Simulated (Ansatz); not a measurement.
# TlPt: experiment and calculation

**What was measured.**

From “Fantastic flat bands and where to find them: The CoSn-type compounds”, 2020, arxiv:2005.14119, for a powder of TlPt at 15 K: lattice constant a 5.60172 ± 0.00005 Å; lattice constant c 4.62755 ± 0.00003 Å.

The runs below are set against these values where they give the same quantity.

Theory: Ansatz 0.2.0, DFT PBE, scalar-relativistic, plane waves, PAW.

Plane waves to 420 eV, a k mesh through Γ of 6×6×10 on the computed 6-atom cell and Gaussian smearing (0.10 eV); no spin polarisation.

Relaxed structure, symmetry kept:

```cif
data_structure
_symmetry_space_group_name_H-M 'P 1'
_symmetry_Int_Tables_number 1
_cell_length_a 6.5768
_cell_length_b 6.5768
_cell_length_c 3.9904
_cell_angle_alpha 90.000
_cell_angle_beta 90.000
_cell_angle_gamma 120.000
_cell_volume 149.48
loop_
_atom_site_label
_atom_site_type_symbol
_atom_site_fract_x
_atom_site_fract_y
_atom_site_fract_z
_atom_site_occupancy
Tl1 Tl 0.00000 0.50000 0.00000 1
Tl2 Tl 0.50000 0.00000 0.00000 1
Tl3 Tl 0.50000 0.50000 0.00000 1
Pt1 Pt 0.00000 0.00000 0.00000 1
Pt2 Pt 0.66667 0.33333 0.50000 1
Pt3 Pt 0.33333 0.66667 0.50000 1
```

- Space group: P6/mmm (No. 191)
- Volume per atom: 24.91 Å³
- Formation energy from the elements' standard states (uncorrected): +0.538 eV/atom
- Kohn–Sham band gap: none (metal)
- Density of states at the Fermi level: 3.62 states/eV per cell
- Löwdin character within 0.5 eV of the Fermi level: Pt 5d 44 %, Tl 6p 22 %, Pt 6s 20 %, Tl 6s 11 %
- Bader charges (e): Tl (3 in the cell) 0.47, Pt (1 in the cell) -0.44, Pt (2 in the cell) -0.48

Spin-orbit coupling is left out, which matters for the bands of heavy elements.

A measured lattice constant a of TlPt is 5.60172 Å (15 K; powder; the paper above); the calculated 6.577 Å misses it by +17.4 %. So large a difference can come from the functional (as between layers that it hardly binds), but also from another choice of axes, another phase or a misread value. Against the measured lattice constant c of TlPt, 4.62755 Å (15 K; powder; the paper above), the calculated 3.990 Å is off by -13.8 %. The calculation is for 0 K without zero-point motion.

Cost: 1 run of about 3.6 core-minutes, on Arm Neoverse N1 (shared hosts).